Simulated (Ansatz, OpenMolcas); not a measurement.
**PH (SMILES [PH]): methods side by side**

The species is PH (2 atoms), meant as a triplet with charge 0. As SMILES, `[PH]`. The shape is that of a GFN2-xTB optimisation.

```csv
atom,x (Å),y (Å),z (Å)
P,0.0000,0.0000,0.0000
H,0.0000,0.0000,1.3991
```

Quantity: the energy change with the P1–H2 bond stretched from 1.399 to 3.498 Å, in eV. The values are calculated.

| level | kind | program | value (eV) | less FCI/3-21G |
| --- | --- | --- | --- | --- |
| UHF/3-21G | Hartree–Fock | Ansatz | 1.51 | -0.65 |
| USVWN5/3-21G | LDA | Ansatz | 3.12 | +0.96 |
| U-revPBE/3-21G | GGA | Ansatz | 2.74 | +0.58 |
| U-r2SCAN0/3-21G | hybrid meta-GGA | Ansatz | 2.63 | +0.47 |
| UPBE0/3-21G | global hybrid | OpenMolcas | 2.69 | +0.53 |
| RPA@PBE/3-21G | RPA | Ansatz | 2.24 | +0.08 |
| MRCI(6,5)/3-21G | multireference | OpenMolcas | 2.16 | 0.00 |
| UCCSDT(Q)/3-21G | coupled cluster or CI | Ansatz | 2.16 | 0.00 |
| FCI/3-21G | exact in the basis | OpenMolcas | 2.16 | 0.00 |

FCI/3-21G is exact within its basis and frozen core, so for wave-function methods in that basis the difference is their error; functionals converge differently with the basis, so for them it is only a difference. The first shape isn't each level's own minimum. The values span 1.51 to 3.12 eV. Spin contamination of the reference (⟨S²⟩ at least 0.1 too high) touches UHF/3-21G, USVWN5/3-21G, U-revPBE/3-21G, U-r2SCAN0/3-21G, UPBE0/3-21G, RPA@PBE/3-21G, UCCSDT(Q)/3-21G. All rows use very small basis sets, so even the best lies far from the true value.
